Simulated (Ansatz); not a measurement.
Relaxation of C2H7Al (10 atoms, charge 0, multiplicity 1), to a largest force component of 0.02 eV/Å in at most 40 steps.

Theory: RKS BLYP-D4/def2-SVP (Ansatz 0.2.0).

```xyz
10
Properties=species:S:1:pos:R:3
Al 0.000 0.000 0.000
C 0.000 0.000 1.970
H -1.000 -0.309 2.341
H 0.768 -0.711 2.341
C 0.318 1.397 2.477
H 0.916 1.326 3.410
H 0.897 1.948 1.708
H -0.628 1.940 2.686
H 1.351 0.000 -0.780
H -1.351 0.000 -0.780
```

Where does it end, and by what steps?

The run converged. The force dipped under the threshold on the way, but the program's further checks kept it going. After 22 steps the energy has fallen by 0.217 eV; H9 moved furthest, 1.44 Å.

```tsv
step	energy less start (eV)	largest force component (eV/Å)	accepted
0	0.0000	0.860	yes
1	-0.1323	0.317	yes
2	-0.1551	0.224	yes
3	-0.1805	0.092	yes
4	-0.1845	0.188	yes
5	-0.1856	0.185	yes
6	-0.1911	0.036	yes
7	-0.1938	0.158	yes
8	-0.1959	0.138	yes
9	-0.2009	0.145	yes
10	-0.2036	0.147	yes
11	-0.2066	0.136	yes
12	-0.2105	0.107	yes
13	-0.2126	0.108	yes
14	-0.2137	0.093	yes
15	-0.2136	0.105	no
16	-0.2157	0.053	yes
17	-0.2161	0.010	yes
18	-0.2166	0.048	yes
19	-0.2168	0.021	yes
20	-0.2170	0.012	yes
21	-0.2171	0.015	yes
22	-0.2171	0.017	yes
```

```xyz
10
Properties=species:S:1:pos:R:3
Al -0.149 -0.011 -0.061
C -0.123 0.113 1.915
H -1.181 0.016 2.258
H 0.359 -0.820 2.293
C 0.538 1.359 2.551
H 0.499 1.338 3.661
H 1.608 1.449 2.265
H 0.044 2.298 2.226
H 0.484 1.139 -0.978
H -0.809 -1.290 -0.760
```

Whether the end is a true minimum wasn't checked by a vibrational analysis.

The run took 46 s on 1 thread of Arm Neoverse V2, on a shared host, peak memory 0.11 GiB.
